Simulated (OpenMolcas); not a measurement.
## The standard entropy of SO2F2 (sulfuryl fluoride) from a frequency calculation

A singlet with charge 0, relaxed at HF/6-31G* (Cartesian functions) (OpenMolcas 26.06):

```xyz
5

O    -0.3843   -0.1520    1.4144
S     0.0709   -0.0970    0.0960
O     1.1237   -0.8585   -0.4142
F    -1.1337   -0.2620   -0.8337
F     0.3234    1.3695   -0.2625
```

Harmonic wavenumbers in cm⁻¹: 402, 408, 579, 585, 597, 959, 1005, 1376, 1614.

Masses in u: O 15.999, S 32.06, F 18.998. Take T = 298.15 K, p = 1 bar, R = 8.3145 J/(mol K), kT/hc = 207.22 cm⁻¹, rigid rotor and harmonic oscillator.

Q: Work out S° at 298 K.

A: 
1. Translation (Sackur–Tetrode): S = R[3/2 ln M + 5/2 ln T − 1.1517] with M = 102.054 gives 166.5 J/(mol K).
2. Rotation: principal moments 97.484, 99.080, 99.461 u Å² give A, B, C = 0.1729, 0.1701, 0.1695 cm⁻¹; the symmetry number is σ = 2; q = (√π/σ)√((kT/hc)³/ABC) = 37442; S = R(ln q + 3/2) = 100.0.
3. Vibration: with u = ν̃/207.22, each mode gives R[u/(eᵘ − 1) − ln(1 − e⁻ᵘ)]; the sum is 14.8, most from 402 cm⁻¹ (4.0), 408 cm⁻¹ (3.9), 579 cm⁻¹ (2.0).
4. Spin: R ln 1 = 0.0.
5. Sum: 166.5 + 100.0 + 14.8 + 0.0 = 281.3 J/(mol K).

The tabulated value is 284.0 J/(mol K) (CRC Handbook of Chemistry and Physics): the model is off by -2.7. Unscaled Hartree–Fock wavenumbers run high.
